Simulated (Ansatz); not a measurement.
# Worked example: correlation energy of HAlSi, singlet

Geometry: displaced at random from a stationary point.

```csv
atom,x (Å),y (Å),z (Å)
Si,0.0844,0.0052,2.0958
Al,-0.0805,0.0136,-0.2464
H,-0.0039,-0.0188,-1.8494
```

Basis 6-31G; Ansatz 0.2.0. Correlated methods freeze the noble-gas cores, which leaves 8 electrons in 18 orbitals. Prefix R: restricted or restricted open-shell reference.

Full CI is exact within this basis and frozen core; it isn't the basis-set limit.

Runs differ by some tens of microhartree through their thresholds, so steps under 0.03 kcal/mol mean nothing.

```csv
level,total energy (hartree)
RHF,-531.245737
RMP2,-531.318088
RCCSD,-531.344425
RCCSD(T),-531.347538
RCCSDT*,-531.349760
RCCSDT(Q)*,-531.351222
RCCSDTQ*,-531.351516
full CI,-531.351603
```

Question: What is the correlation energy at full CI, and what share of it do RMP2 and RCCSDT(Q) recover?

Answer: E(corr) = -531.351603 − (-531.245737) = -0.105866 hartree = -2.881 eV. RMP2: -0.072351 / -0.105866 = 68.34 %. RCCSDT(Q): -0.105485 / -0.105866 = 99.64 %.

Question: By how many kcal/mol does RCCSD(T) miss full CI (1 hartree = 627.509 kcal/mol), and which steps make up the rest?

Answer: -531.347538 − (-531.351603) = 0.004065 hartree = 2.55 kcal/mol. Steps: RCCSDT − RCCSD(T) = -1.39, RCCSDT(Q) − RCCSDT = -0.92, RCCSDTQ − RCCSDT(Q) = -0.18, full CI − RCCSDTQ = -0.05 kcal/mol. With more than one leading determinant such errors change with state and geometry, and needn't cancel in differences.

An asterisk marks runs whose energy the program itself flagged as in doubt.
